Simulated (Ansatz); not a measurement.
1T (CdI2-type) PtSe2 was calculated with HSE06-D3(BJ) (PAW; Ansatz, a quantum-chemistry and plane-wave program).

The cell is the one relaxed with PBE-D3(BJ): a = b = 3.772 Å, c = 4.823 Å, α = β = 90.00°, γ = 120.00°.

Q: Estimate the interlayer binding energy that the calculation returns.

A: 
- interlayer binding energy = 54.6 meV/Å²

Note: exact exchange on metals is sensitive to the k mesh and can open a false gap; the run warned that the count of filled bands differs between k points.

Spin–orbit coupling is not included.

The result took around 40 core-minutes (rough).
